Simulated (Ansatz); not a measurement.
`C=CC(=C)CC` → `CCC#CCC`  (isomerisation)

Computed with Ansatz on PBE0-D4/def2-TZVP structures; ΔE is electronic, products minus reactants. CBS: MP2 limit from def2 TZ/QZ plus the TZ coupled-cluster correction, frozen cores. Functionals use def2-TZVPP. HSE06 is defined as in plane-wave codes. Each species was taken in one conformer, which may not be the lowest.

(1) Is it downhill or uphill in electronic energy at CCSD(T)/CBS, and by how much? (Best estimate.)

(2) What do these levels give: PBE0-D4, r2SCAN0-D4, BLYP, HSE06, BHLYP, MP2/def2-SVP? (An estimate is asked.)

Largest T1 diagnostic among the species: 0.010.

Answers

(1) Computed: Uphill: ΔE = +11.6 kcal/mol.

(2) Computed: PBE0-D4 11.7, r2SCAN0-D4 11.7, BLYP 10.3, HSE06 10.4, BHLYP 10.1, MP2/def2-SVP 7.9 kcal/mol.

In def2-TZVPP, CCSD(T) changes the Hartree–Fock value by +3.6 kcal/mol (the triples alone add +1.2 kcal/mol) and MP2 by +0.8 kcal/mol. Leaving LDA and LC-ωPBE aside and taking each functional with its dispersion term where it has one, the values, not all of them listed here, spread over 4.5 kcal/mol, from PBE-QIDH to revPBE-D4. LDA lies +2.3 kcal/mol from PBE without D4. From r2SCAN to r2SCAN0 (25 % exact exchange), in def2-TZVPP and without D4, ΔE moves by −0.9 kcal/mol.
